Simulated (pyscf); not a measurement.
Single points on ωB97X-D3(BJ)/def2-SVP structures (PySCF, gas phase).

SMILES: CC(C)N([SiH3])C(C)C
```xyz
25

C     -0.5035     1.0342     2.4292
C      0.5170     0.4603     1.4380
C      1.4253     1.5492     0.8574
N     -0.1092    -0.3513     0.3893
Si    -0.0313    -2.0811     0.5095
C     -1.0213     0.3242    -0.5415
C     -0.4915     0.2818    -1.9783
C     -2.4492    -0.2247    -0.4478
H      0.0012     1.5730     3.2472
H     -1.1872     1.7446     1.9363
H     -1.1108     0.2273     2.8687
H      1.1688    -0.2265     2.0067
H      1.9537     2.0856     1.6616
H      2.1728     1.1033     0.1837
H      0.8497     2.2948     0.2852
H     -1.0351    -2.6999     1.4387
H      1.3216    -2.4507     1.0214
H     -0.2480    -2.6963    -0.8323
H     -1.0643     1.3834    -0.2398
H      0.5170     0.7193    -2.0282
H     -0.4288    -0.7566    -2.3413
H     -1.1507     0.8409    -2.6624
H     -3.1329     0.3318    -1.1086
H     -2.8262    -0.1545     0.5842
H     -2.4873    -1.2847    -0.7525
```
Charge 0, spin multiplicity 1.

Q: What is the homolytic dissociation enthalpy (298 K, ωB97M-D3(BJ)/def2-TZVP) of the H–Si bond of H₃C–CH(CH₃)–N(SiH₃)–CH(CH₃)–CH₃, to H₃C–CH(CH₃)–N(SiH₂•)–CH(CH₃)–CH₃ + H•?

A: H–Si to H₃C–CH(CH₃)–N(SiH₂•)–CH(CH₃)–CH₃ + H•: 90.2 kcal/mol. The 7 functionals that were run give +82.3 (PBE) to +90.2 kcal/mol (ωB97M-D3(BJ)/def2-TZVP). Other isomers of H₃C–CH(CH₃)–N(SiH₂•)–CH(CH₃)–CH₃ were not searched in full and may lie lower.
